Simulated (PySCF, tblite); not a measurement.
Carbon monoxide, CO (triplet state).
Cartesian coordinates in Å at the PBE0-D3(BJ)/def2-SVP level; atoms count from 1:
```
atom  x, y, z in Å
C1    -0.544   -0.239    0.055
O2     0.561    0.210   -0.067
```

Computed with PySCF, PBE0-D3(BJ)/def2-SVP geometry optimisation, gas phase.

Masses are those of the commonest isotopes; rigid-rotor values at the optimised geometry. 

Task: What are the moment of inertia and the rotational constant?

Result: I = 9.855 u·Å², B = 505379 MHz·u·Å²/I = 51283 MHz (1.7106 cm⁻¹, or 2.461 K as hB/k). For two atoms I = μr² with μ = 6.8562 u and r = 1.1989 Å.

If the electronic state has orbital angular momentum about the axis (Π, Δ; not determined here), the simple ladder of levels BJ(J+1) doesn't apply.

Not checked by PBE0-D3(BJ)/def2-SVP frequencies. ⟨S²⟩ = 2.018 (exact for a triplet: 2.00). These are rigid-rotor constants of the computed structure; measured ground-state constants (B0) also hold zero-point vibration.

---

Compound: cyanoethynyl anion, C3N (charge -1).
Geometry (GFN2-xTB, Å), atoms numbered from 1 in this order:
```
atom  x, y, z in Å
C1     1.892   -0.005   -0.456
C2     0.652   -0.002   -0.303
C3    -0.686    0.003   -0.139
N4    -1.848    0.009    0.003
```

Computed geometry: GFN2-xTB, gas phase.

Take the most abundant isotopes and a rigid rotor. 

(1) What are the moment of inertia and the rotational constant?

(2) List the first levels of a rigid rotor in a Σ state.

Results:

(1) I = 102.784 u·Å², B = 505379 MHz·u·Å²/I = 4917 MHz (0.1640 cm⁻¹, or 0.236 K as hB/k).

(2) E(J) = BJ(J+1): J = 1: 0.328, J = 2: 0.984, J = 3: 1.968, J = 4: 3.280, J = 5: 4.920, J = 6: 6.888 cm⁻¹.

Its GFN2-xTB frequencies are all real (lowest 201 cm⁻¹). No vibrational averaging or centrifugal distortion is included, and the geometry carries the error of its method.
